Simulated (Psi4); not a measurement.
Psi4 input (wB97X-D/6-311+G**):

```
memory 1500 MB

molecule {
0 2
C     1.13228689   -0.40255019    0.03573367
C    -0.06084393    0.55816703    0.03963237
N    -1.34580162   -0.08769799    0.01271910
H     2.07177877    0.15098225    0.08586566
H     1.08765095   -1.07374850    0.89469680
H     1.14287038   -1.00959134   -0.87255254
H     0.00724559    1.20999155   -0.84834175
H    -0.01826377    1.21828069    0.90999372
H    -1.29932838   -0.81572973   -0.71089176
symmetry c1
no_reorient
no_com
}

set {
  basis 6-311+G**
  reference uks
  scf_type pk
  dft_radial_points 99
  dft_spherical_points 590
  e_convergence 1e-8
  d_convergence 1e-7
  maxiter 150
}

e = energy('wb97x-d')
print_out(f'\nFINAL {e:.10f} DIPOLE {variable("CURRENT DIPOLE")[0]:.6f} {variable("CURRENT DIPOLE")[1]:.6f} {variable("CURRENT DIPOLE")[2]:.6f}\n')
```

Output:

```
   => Loading Basis Set <=

    Name: 6-311+G**
    Role: ORBITAL
    Keyword: BASIS
    atoms 1-2 entry C          line   129 file 6-311pgss.gbs
    atoms 3   entry N          line   150 file 6-311pgss.gbs
    atoms 4-9 entry H          line    42 file 6-311pgss.gbs

   => WB97X-D: Empirical Dispersion <=

    Chai and Head-Gordon Dispersion Correction
    Chai, J.-D.; Head-Gordon, M. (2010), J. Chem. Phys., 132: 6615-6620

        s6 =       1.000000

         ---------------------------------------------------------
                                   SCF
               by Justin Turney, Rob Parrish, Andy Simmonett
                          and Daniel G. A. Smith
                              UKS Reference
         ---------------------------------------------------------

  ==> Geometry <==

    Molecular point group: c1
    Full point group: C1

    Geometry (in Angstrom), charge = 0, multiplicity = 2:

       Center              X                  Y                   Z               Mass
    ------------   -----------------  -----------------  -----------------  -----------------
         C            1.132286890000    -0.402550190000     0.035733670000    12.000000000000
         C           -0.060843930000     0.558167030000     0.039632370000    12.000000000000
         N           -1.345801620000    -0.087697990000     0.012719100000    14.003074004430
         H            2.071778770000     0.150982250000     0.085865660000     1.007825032230
         H            1.087650950000    -1.073748500000     0.894696800000     1.007825032230
         H            1.142870380000    -1.009591340000    -0.872552540000     1.007825032230
         H            0.007245590000     1.209991550000    -0.848341750000     1.007825032230
         H           -0.018263770000     1.218280690000     0.909993720000     1.007825032230
         H           -1.299328380000    -0.815729730000    -0.710891760000     1.007825032230

  Running in c1 symmetry.

  Rotational constants: A =      1.15469  B =      0.31438  C =      0.27591 [cm^-1]
  Rotational constants: A =  34616.64656  B =   9424.90118  C =   8271.50402 [MHz]
  Nuclear repulsion =   75.701485263276140

  Charge       = 0
  Multiplicity = 2
  Electrons    = 25
  Nalpha       = 13
  Nbeta        = 12

  ==> Algorithm <==

  SCF Algorithm Type is PK.
  DIIS enabled.
  MOM disabled.
  Fractional occupation disabled.
[...]
      80A      2.583539    81A      2.644531    82A      2.659469
      83A      2.666695    84A      2.717670    85A      2.758625
      86A      2.799339    87A      2.831611    88A      2.880583
      89A      2.923738    90A      3.126483    91A      3.247460
      92A      3.573104    93A      3.837091    94A      3.893955
      95A      3.903123    96A      3.991119    97A      4.271376
      98A      4.404388    99A      4.876515   100A     23.966759
     101A     24.081396   102A     35.600746

    Beta Occupied:

       1A    -14.431078     2A    -10.314371     3A    -10.284897
       4A     -0.958538     5A     -0.818399     6A     -0.700753
       7A     -0.559448     8A     -0.524440     9A     -0.504124
      10A     -0.456760    11A     -0.447610    12A     -0.350224

    Beta Virtual:

      13A     -0.018926    14A      0.067104    15A      0.088612
      16A      0.090948    17A      0.101345    18A      0.128912
      19A      0.134300    20A      0.139650    21A      0.170230
      22A      0.187348    23A      0.206924    24A      0.226221
      25A      0.245906    26A      0.253662    27A      0.263918
      28A      0.276345    29A      0.286293    30A      0.298572
      31A      0.321661    32A      0.334476    33A      0.356601
      34A      0.467757    35A      0.492426    36A      0.527962
      37A      0.541485    38A      0.592401    39A      0.665658
      40A      0.682250    41A      0.690910    42A      0.704008
      43A      0.713615    44A      0.752380    45A      0.771230
      46A      0.867654    47A      0.885805    48A      0.928309
      49A      0.972479    50A      0.975908    51A      1.094804
      52A      1.125561    53A      1.264538    54A      1.322295
      55A      1.384123    56A      1.448729    57A      1.538685
      58A      1.550035    59A      1.608711    60A      1.611296
      61A      1.627651    62A      1.653953    63A      1.719025
      64A      1.787117    65A      1.813646    66A      1.836923
      67A      1.927436    68A      1.972534    69A      1.997550
      70A      2.097763    71A      2.147287    72A      2.226897
      73A      2.300582    74A      2.348978    75A      2.468382
      76A      2.490412    77A      2.506516    78A      2.522490
      79A      2.583606    80A      2.590045    81A      2.647522
      82A      2.663654    83A      2.672112    84A      2.730853
      85A      2.771914    86A      2.808404    87A      2.836881
      88A      2.886644    89A      2.929034    90A      3.145049
      91A      3.252664    92A      3.583039    93A      3.860064
      94A      3.894780    95A      3.904832    96A      4.060303
      97A      4.279022    98A      4.426934    99A      4.897242
     100A     23.966100   101A     24.082274   102A     35.625110

    Final Occupation by Irrep:
              A
    DOCC [    12 ]
    SOCC [     1 ]
    NA   [    13 ]
    NB   [    12 ]

  @UKS Final Energy:  -134.50157656151472

   => Energetics <=

    Nuclear Repulsion Energy =             75.7014852632761404
    One-Electron Energy =                -330.0143033192566691
    Two-Electron Energy =                 133.4074646619248483
    DFT Exchange-Correlation Energy =     -13.5935677135183006
    Empirical Dispersion Energy =          -0.0026554539407331
    VV10 Nonlocal Energy =                  0.0000000000000000
    Total Energy =                       -134.5015765615147245

  UHF NO Occupations:
  HONO-2 :   11  A 1.9995040
  HONO-1 :   12  A 1.9990627
  HONO-0 :   13  A 1.0000000
  LUNO+0 :   14  A 0.0009373
  LUNO+1 :   15  A 0.0004960
  LUNO+2 :   16  A 0.0003708
  LUNO+3 :   17  A 0.0002977

Computation Completed

Properties will be evaluated at   0.000000,   0.000000,   0.000000 [a0]

Properties computed using the SCF density matrix

 Multipole Moments:

 ------------------------------------------------------------------------------------
     Multipole            Electronic (a.u.)      Nuclear  (a.u.)        Total (a.u.)
 ------------------------------------------------------------------------------------

 L = 1.  Multiply by 2.5417464519 to convert [e a0] to [Debye]
 Dipole X            :          0.7708190           -0.0000001            0.7708189
 Dipole Y            :         -0.0886282            0.0000001           -0.0886282
 Dipole Z            :         -0.4154044            0.0000001           -0.4154042
 Magnitude           :                                                    0.8801008

 ------------------------------------------------------------------------------------

FINAL -134.5015765615 DIPOLE 0.770819 -0.088628 -0.415404

*** Psi4 exiting successfully. Buy a developer a beer!
```
